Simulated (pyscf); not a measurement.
A first-order saddle from PySCF, ωB97X-D3(BJ)/def2-SVP:

```
Ga
H 1 1.5508
H 1 1.5553 2 132.40
H 1 1.7038 2 112.32 3 145.29
H 4 1.1558 1 79.19 2 110.09
Se 5 1.7230 4 153.88 1 -19.51
Se 6 2.3313 5 89.27 4 -79.69
H 7 1.4680 6 95.42 5 105.48
```

Surface: singlet, charge 0. Lowest wavenumbers (cm⁻¹): 1168i, 78, 187, 202, 234.

What reaction is this the transition state of?

`[GaH2][Se][SeH]` + `[H][H]` ⇌ `[SeH][SeH]` + `[GaH3]`, a four-centre exchange read from left to right: Ga–Se, H–H broken and H–Se, Ga–H formed. At ωB97M-D3(BJ)/def2-TZVP it lies +1.24 eV from the left side and +0.29 eV from the right (each side as separated species at their lowest minima found). On the product side the descent ends in an adduct with a Ga–Se contact, 0.72 eV under the separated species and 0.78 eV under the saddle at ωB97X-D3(BJ)/def2-TZVP. What is counted as broken (Ga–Se) persists as a longer contact in the product adduct; parting that adduct is a step of its own. At ωB97X-D3(BJ)/def2-TZVP the barrier from the zero used here is 1.38 eV. H₂Ga–Se–SeH is closed by a dative Ga–Se contact. H₂Ga–Se–SeH lies 1.07 eV over its isomer HSe–GaH–SeH (electronic energy, ωB97M-D3(BJ)/def2-TZVP). One saddle was located; it need not be the lowest between these sides. Elements up to Kr have no core potential and no relativistic terms here.
